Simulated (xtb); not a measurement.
CH3O, SMILES C[O] (connectivity only; charge and spin as stated), charge -1, multiplicity 1. All values are semi-empirical tight-binding results from xtb (GFN2-xTB unless named), good for trends rather than for accurate numbers. Geometry optimised at GFN2-xTB. The multiplicity is an assumed one; other spin states were not compared. The isomer is the one that the SMILES or the coordinates give; other isomers of the formula were not compared.

### Question
Estimate the properties. (Estimate from the structure and the level; the computed values follow.)

### Answer

```
Quantity                                           Result
-----------------------------------------  --------------
point group as xtb finds it                           C3v
orbital gap                                      10.73 eV
zero-point energy                           20.8 kcal/mol
G − E(el) at 298.15 K (modified RRHO)        7.5 kcal/mol
static polarisability (D4 model)               26.4 bohr³
solvation energy, GFN2-xTB/ALPB(water)     -76.0 kcal/mol
solvation energy, GFN2-xTB/ALPB(methanol)  -70.1 kcal/mol
```

### Question
Give the IR lines (harmonic; lines under 4 % of the strongest left out, lines within 3 cm⁻¹ merged). (Estimate from the structure and the level; the computed values follow.)

### Answer
ν (cm⁻¹): 1182 (w), 1209 (m), 1487 (m), 1506 (m), 2068 (vs), 2367 (m) (against the strongest line: vs over 80 %, s over 45 %, m over 15 %, w over 4 %, vw less)
